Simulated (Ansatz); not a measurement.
# C6H14O: small, medium and large basis sets

The task here is to estimate one member of a computed series from the others.

Method: one geometry, several basis sets; program: Ansatz 0.2.0, Gaussian basis.

Plan: PBE0-D4/def2-SVP; ωB97M-V/def2-SVP; PBE0-D4/def2-QZVPP; ωB97M-V/def2-QZVPP; the functionals' def2-TZVPP values are taken from earlier runs.

1 further run of the same task is left out (it didn't finish). Runs told in other sessions of the task aren't counted.

## The geometry

All runs share one geometry, relaxed beforehand with PBE0-D4 in a triple-zeta def2 set.

SMILES `CCCCC(C)O`, 21 atoms, charge 0, spin multiplicity 1.

Atoms are counted from 1 here; the program's logs count them from 0.

Bond lengths: C1–C2 1.519 Å, C1–H8 1.092 Å, C1–H9 1.094 Å, C1–H10 1.094 Å, C2–C3 1.521 Å, C2–H11 1.097 Å, C2–H12 1.095 Å, C3–C4 1.521 Å, C3–H13 1.095 Å, C3–H14 1.096 Å, C4–C5 1.523 Å, C4–H15 1.099 Å, C4–H16 1.097 Å, C5–C6 1.516 Å, C5–O7 1.419 Å, C5–H17 1.094 Å, C6–H18 1.093 Å, C6–H19 1.091 Å and more. Angles: C2–C1–H8 111.7°, C2–C1–H9 111.1°, C2–C1–H10 111.0°, H8–C1–H9 107.7°, H8–C1–H10 107.7°, H9–C1–H10 107.5°, C1–C2–C3 112.5°, C1–C2–H11 109.7°, C1–C2–H12 109.2°, C3–C2–H11 109.3°, C3–C2–H12 109.8°, H11–C2–H12 106.2°, C2–C3–C4 114.3°, C2–C3–H13 109.2°, C2–C3–H14 108.8°, C4–C3–H13 109.1°, C4–C3–H14 108.8°, H13–C3–H14 106.4° and more.

As a file:

```xyz
21
charge 0, multiplicity 1
C     0.8217   -2.9681   -0.4503
C     0.1781   -1.6035   -0.6250
C    -0.0330   -0.8850    0.6987
C    -0.7500    0.4515    0.5782
C     0.0275    1.5242   -0.1726
C    -0.7505    2.8224   -0.2668
O     1.3084    1.7358    0.4006
H     0.9685   -3.4703   -1.4093
H     0.2036   -3.6186    0.1752
H     1.7993   -2.8806    0.0320
H    -0.7867   -1.7131   -1.1355
H     0.8044   -0.9920   -1.2822
H     0.9373   -0.7285    1.1814
H    -0.6096   -1.5357    1.3663
H    -0.9773    0.8375    1.5814
H    -1.7178    0.3106    0.0820
H     0.2434    1.1706   -1.1856
H    -1.6965    2.6781   -0.7945
H    -0.1689    3.5787   -0.7967
H    -0.9830    3.2054    0.7330
H     1.1810    2.0806    1.2898
```

The first run:

Input file in.yaml:

```yaml
crystal:
  periodic: [false, false, false]
  atoms:
    - {symbol: C, position_ang: [0.821733, -2.968069, -0.450286]}
    - {symbol: C, position_ang: [0.178075, -1.603501, -0.624982]}
    - {symbol: C, position_ang: [-0.033035, -0.885018, 0.698726]}
    - {symbol: C, position_ang: [-0.750008, 0.451520, 0.578216]}
    - {symbol: C, position_ang: [0.027477, 1.524201, -0.172648]}
    - {symbol: C, position_ang: [-0.750454, 2.822355, -0.266778]}
    - {symbol: O, position_ang: [1.308420, 1.735831, 0.400607]}
    - {symbol: H, position_ang: [0.968479, -3.470267, -1.409287]}
    - {symbol: H, position_ang: [0.203598, -3.618642, 0.175236]}
    - {symbol: H, position_ang: [1.799342, -2.880630, 0.032020]}
    - {symbol: H, position_ang: [-0.786656, -1.713128, -1.135494]}
    - {symbol: H, position_ang: [0.804442, -0.991957, -1.282210]}
    - {symbol: H, position_ang: [0.937281, -0.728495, 1.181377]}
    - {symbol: H, position_ang: [-0.609589, -1.535746, 1.366252]}
    - {symbol: H, position_ang: [-0.977296, 0.837536, 1.581352]}
    - {symbol: H, position_ang: [-1.717817, 0.310618, 0.082026]}
    - {symbol: H, position_ang: [0.243390, 1.170647, -1.185612]}
    - {symbol: H, position_ang: [-1.696467, 2.678075, -0.794541]}
    - {symbol: H, position_ang: [-0.168949, 3.578687, -0.796743]}
    - {symbol: H, position_ang: [-0.982968, 3.205358, 0.732988]}
    - {symbol: H, position_ang: [1.181009, 2.080615, 1.289771]}
basis:
  gaussian: {orbitals: def2-SVP}
hamiltonian: {xc: pbe0, dispersion: d4}
output: {orbitals: {seedname: orbitals}}
```

Started as:

```
ansatz run in.yaml --threads 2 --pin off --events-out ev --progress --plain --max-ram 22528MiB --backend cpu
```

Steps of the session up to this table: PBE0-D4 in def2-SVP; ωB97M-V in def2-SVP; PBE0-D4 in def2-QZVPP; ωB97M-V in def2-QZVPP.

One of the session's tables, all rows but one given; the rest of the session is left out.

It belongs to the step «Functionals by basis». 

| functional | basis | HOMO (eV) | LUMO (eV) |
| --- | --- | --- | --- |
| PBE0-D4 | def2-SVP | -7.57 | 1.61 |
| PBE0-D4 | def2-TZVPP | -7.75 | 0.99 |
| PBE0-D4 | def2-QZVPP | -7.79 | 0.60 |
| ωB97M-V | def2-SVP | -10.00 | 3.26 |
| ωB97M-V | def2-TZVPP | -10.18 | 2.42 |
| ωB97M-V | def2-QZVPP | ? | ? |

Q: Estimate the row for ωB97M-V, def2-QZVPP from the others.

**Answer.** HOMO (eV): -10.22; LUMO (eV): 1.77. In the column «HOMO (eV)» it is the lowest.
